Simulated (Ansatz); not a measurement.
**CH₃OSi+: functionals against CCSD(T) at one geometry**

One table from this session's results is given with a row withheld; the runs are named, their logs left out.

Method: single points in def2-TZVPP; program: Ansatz 0.2.0, Gaussian basis.

Cores are frozen in the correlated methods.

### Starting geometry

6 atoms, charge 1, spin multiplicity 1.

Atoms are counted from 1 here; the program's logs count them from 0.

Bond lengths: O1–C2 1.094 Å, O1–H4 1.152 Å, C2–Si3 1.787 Å, Si3–H5 1.494 Å, Si3–H6 1.411 Å. Angles: C2–O1–H4 114.9°, O1–C2–Si3 154.7°, C2–Si3–H5 122.6°, C2–Si3–H6 109.0°, H5–Si3–H6 125.5°.

Coordinates:

```xyz
6
CH3OSi
O    -1.01770   -1.47250   -0.16260
C    -0.70020   -0.45920    0.09860
Si    0.44880    0.90820    0.16180
H    -0.22110   -2.10670   -0.70070
H     0.62750    1.86290   -0.97400
H     0.78260    1.16610    1.50830
```

Set-up of the first run:

run/in.yaml

```yaml
crystal:
  periodic: [false, false, false]
  atoms:
    - {symbol: O, position_ang: [-1.017700, -1.472500, -0.162600]}
    - {symbol: C, position_ang: [-0.700200, -0.459200, 0.098600]}
    - {symbol: Si, position_ang: [0.448800, 0.908200, 0.161800]}
    - {symbol: H, position_ang: [-0.221100, -2.106700, -0.700700]}
    - {symbol: H, position_ang: [0.627500, 1.862900, -0.974000]}
    - {symbol: H, position_ang: [0.782600, 1.166100, 1.508300]}
basis:
  gaussian: {orbitals: def2-TZVPP}
total_charge: 1
correlation: {method: ccsd_t}
output: {forces: true}
```

No record of the launch command was kept for these runs.

Among the steps run: CCSD(T)/def2-TZVPP; PBE0-D4/def2-TZVPP; wB97M-V/def2-TZVPP; r2SCAN-D4/def2-TZVPP; PBE-D4/def2-TZVPP; HSE06-D4/def2-TZVPP; SPW92/def2-TZVPP.

One of the session's tables, all rows but one given; the rest of the session is left out.

| method | RMS force component (eV/Å) | angle to CCSD(T) forces (°) |
| --- | --- | --- |
| CCSD(T) | 5.663 | reference |
| PBE0-D4 | 5.337 | 2.1 |
| wB97M-V | ? | ? |
| r2SCAN-D4 | 5.312 | 1.8 |
| PBE-D4 | 5.411 | 2.8 |
| HSE06-D4 | 5.332 | 2.0 |
| SPW92 | 5.180 | 3.5 |

Q: Estimate the row for wB97M-V from the others.

As computed: RMS force component (eV/Å): 5.538; angle to CCSD(T) forces (°): 1.9. In the column «RMS force component (eV/Å)» it lies between PBE-D4 (5.411) and CCSD(T) (5.663).
